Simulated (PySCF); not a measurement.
An unknown gives this computed stick spectrum. Theory: TDDFT PBE0/def2-SVPD, vertical, gas phase, core orbitals frozen in the response in PySCF. Geometries: GFN2-xTB, one conformer each.

```
state  E (eV)       f
   S1    3.85  0.0002
   S2    6.21   0.320
   S3    7.14   0.045
   S4    7.15  0.0000
   S5    7.49  0.0020
   S6    7.58   0.022
```

Question: Which candidate is it? All have the formula C4H5FO.
A. `COC1=C[C@@H]1F`
B. `CC(=O)/C=C\F`
C. `O=C(F)C1CC1`
D. `C/C=C/C(=O)F`

Answer: B. Its S1, at 3.85 eV, is the lowest among the candidates; the nearest of the others has S1 at 5.13 eV. S1 is HOMO→LUMO (97%). Löwdin shares by element: HOMO oxygen 65%, carbon 30% or more; LUMO carbon 61% or more, oxygen 22% (atoms not listed hold the other 16%). At the same level the other candidates give, for their lowest levels:
- `O=C(F)C1CC1`: 6.14 eV (f 0.000); 7.59 eV (f 0.008); 7.68 eV (f 0.262); 8.72 eV (f 0.004); 8.74 eV (f 0.038); T1 5.59 eV; HOMO -9.09, LUMO -0.60 eV
- `C/C=C/C(=O)F`: 5.13 eV (f 0.000); 6.10 eV (f 0.429); 7.28 eV (f 0.000); 7.59 eV (f 0.002); 7.80 eV (f 0.003); T1 3.67 eV; HOMO -8.44, LUMO -1.93 eV
- `COC1=C[C@@H]1F`: 6.84 eV (f 0.045); 6.93 eV (f 0.039); 7.13 eV (f 0.131); 7.55 eV (f 0.004); 7.86 eV (f 0.029); T1 4.82 eV; HOMO -7.42, LUMO 0.42 eV

Conformer computed: `[CH3:1][C:2](=[O:3])/[CH:4]=[CH:5]\[F:6]`: C1–C2–C4–C5 0°.
Triplets come from the Tamm–Dancoff approximation.
